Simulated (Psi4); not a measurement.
Reaction (SMILES): P (PH3) → [PH2-] + H+
B3LYP-D3(BJ)/def2-TZVP geometries, fixed; electronic energies without zero-point terms.
Largest species:
```
P
H 1 1.4188
H 1 1.4188 2 93.38
H 1 1.4188 2 93.38 3 93.59
```

Effect of the integral screening threshold at wB97X-V/cc-pV(T+d)Z with Psi4, against the last row, where the deprotonation energy is 381.71 kcal/mol.

| setting | largest shift of a total energy (mEh) | shift of the deprotonation energy (kcal/mol) |
|---|---|---|
| ints_tolerance: 1e-6 | 0.000 | 0.000 |
| ints_tolerance: 1e-8 | 0.000 | 0.000 |
| ints_tolerance: 1e-10 | 0.000 | 0.000 |
| ints_tolerance: 1e-14 | 0.000 | 0.000 |

Within 0.02 kcal/mol in the deprotonation energy: ints_tolerance: 1e-6; ints_tolerance: 1e-8; ints_tolerance: 1e-10. The largest shift is 0.000 mEh in a total energy and 0.000 kcal/mol in the difference.
